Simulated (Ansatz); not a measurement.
**BH2O (doublet): from Hartree-Fock to the top rungs, cc-pVDZ**

Aim: climb from Hartree-Fock through coupled cluster for BH2O (doublet) at one geometry and basis, and see what each rung misses.

The runs use Ansatz 0.2.0, Gaussian basis; cc-pVDZ, core rule «outside noble gas», up to 2 orbitals frozen.

To be run: UHF; CCSD(T) on ROHF; CCSD(T) on UHF; BCCD(T) on ROHF; CISD as a restricted active space (open shells left free, so some higher excitations enter); CCSDT(Q) on ROHF; CCSDT(Q) on UHF.

27 further runs of the same task are left out: 15 for a known fault of the program, 4 that didn't finish, 8 set aside as unsound or not needed. Runs told in other sessions of the task aren't counted.

### 1 What is computed

The geometry is a PBE0/def2-TZVP stationary point (not a proven minimum).

4 atoms, charge 0, spin multiplicity 2.

Atoms are counted from 1 here; the program's logs count them from 0.

Bond lengths: B1–O2 1.333 Å, B1–H3 1.201 Å, O2–H4 0.961 Å. Angles: O2–B1–H3 121.0°, B1–O2–H4 114.7°.

Geometry (Å):

```
B     0.00000   -0.23844    0.74156
O     0.00000    0.16072   -0.53033
H     0.00000    0.55896    1.63921
H     0.00000   -0.55255   -1.17499
```

### 2 UHF

Contents of in.yaml:

```yaml
crystal:
  periodic: [false, false, false]
  atoms:
    - {symbol: B, position_ang: [0.000000, -0.238444, 0.741561]}
    - {symbol: O, position_ang: [0.000000, 0.160716, -0.530327]}
    - {symbol: H, position_ang: [0.000000, 0.558957, 1.639208]}
    - {symbol: H, position_ang: [0.000000, -0.552553, -1.174989]}
basis:
  gaussian: {orbitals: cc-pVDZ}
magnetization: {spin_polarized: true, initial_magnetization: 1}
hamiltonian: {xc: hf}
output: {orbitals: {seedname: orbitals}}
```

Launch:

```console
$ ansatz run in.yaml --threads 1 --pin off --events-out ev --progress --plain --max-ram 2393MiB
```

The runs that follow: CCSD(T) on ROHF; CCSD(T) on UHF; BCCD(T) on ROHF; CISD as a restricted active space (open shells left free, so some higher excitations enter); CCSDT(Q) on ROHF; CCSDT(Q) on UHF.

**Question.** What will the summary of the whole plan be? Wanted: UCCSDT(Q) from the RHF energy; RMP2 from UCCSDT(Q); UMP2 from UCCSDT(Q); RCCSD from UCCSDT(Q); RCCSD(T) from UCCSDT(Q); UCCSD(T) from UCCSDT(Q); RCCSDT(Q) from UCCSDT(Q); T1 diagnostic.

As calculated:

| quantity | value |
| --- | --- |
| UCCSDT(Q) from the ROHF energy | -7.6280 eV |
| RMP2 from UCCSDT(Q) | +681.0 meV |
| UMP2 from UCCSDT(Q) | +675.2 meV |
| RCCSD from UCCSDT(Q) | +206.1 meV |
| RCCSD(T) from UCCSDT(Q) | +32.2 meV |
| UCCSD(T) from UCCSDT(Q) | +32.1 meV |
| RCCSDT(Q) from UCCSDT(Q) | +2.3 meV |
| levels within 1 kcal/mol (43 meV) | RCCSD(T), UCCSD(T), BCCD(T), RCCSDT, UCCSDT, RCCSDT(Q) |
| T1 diagnostic | 0.020 |

In words: RCCSD(T) misses by +32.2 meV, 0.4 % of the correlation energy. These misses are within one basis, not against nature; the frozen cores of restricted and unrestricted runs differ, which can shift their rows.

With open shells the CI space here admits some higher excitations, so it is larger than plain CISD.
